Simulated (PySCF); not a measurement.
Gas-phase reaction: 3 BH₂ + CH + 2 C₄H₁₀ (isobutane) ⇌ 3 B(CH₃)₃

Energies from PySCF, thermal terms from the rigid-rotor harmonic-oscillator model, ideal gas at 1 bar. S°(298 K) at PBE0/def2-TZVP differs from the NASA 1993 table for BH₂ (+14 J/mol/K); whether the harmonic model or the table's entry is off was not settled. † marks an energy on the PBE0/def2-TZVP geometry and frequencies; other levels use their own. Open shells (unrestricted): BH₂ (multiplicity 2), CH (multiplicity 2, electronic degeneracy 4); the rest are closed-shell singlets. Spin-orbit splitting is ignored; it lowers the true energy and changes the entropy of CH. Methyl groups turn as free rotors in B(CH₃)₃. The harmonic model lacks anharmonicity and excited electronic states, which grow with temperature; levels with a mode under 35 cm⁻¹ are left out. Internal rotation in C₄H₁₀ (isobutane) is treated as a harmonic vibration of one conformer, which makes the entropy rough. Warning, spin contamination: CH (M06-2X/def2-TZVP†, PBE/def2-SVP, PBE0/def2-TZVP, r2SCAN/def2-TZVP†, ωB97M-V/def2-TZVP†).

```json
[
 {"level": "M06-2X/def2-TZVP†", "ΔE electronic, kJ": "-1684", "ΔH°(298 K), kJ": "-1640", "ΔS°(298 K), J/K": "-398", "ΔG°(1600 K), kJ": "-974"},
 {"level": "PBE/def2-SVP", "ΔE electronic, kJ": "-1753", "ΔH°(298 K), kJ": "-1711", "ΔS°(298 K), J/K": "-397", "ΔG°(1600 K), kJ": "-1049"},
 {"level": "PBE0/def2-TZVP", "ΔE electronic, kJ": "-1714", "ΔH°(298 K), kJ": "-1669", "ΔS°(298 K), J/K": "-398", "ΔG°(1600 K), kJ": "-1004"},
 {"level": "r2SCAN/def2-TZVP†", "ΔE electronic, kJ": "-1699", "ΔH°(298 K), kJ": "-1654", "ΔS°(298 K), J/K": "-398", "ΔG°(1600 K), kJ": "-988"},
 {"level": "ωB97M-V/def2-TZVP†", "ΔE electronic, kJ": "-1725", "ΔH°(298 K), kJ": "-1681", "ΔS°(298 K), J/K": "-398", "ΔG°(1600 K), kJ": "-1015"}
]
```
ΔH° is lowest at PBE/def2-SVP and highest at M06-2X/def2-TZVP†. No reference value is set beside these.
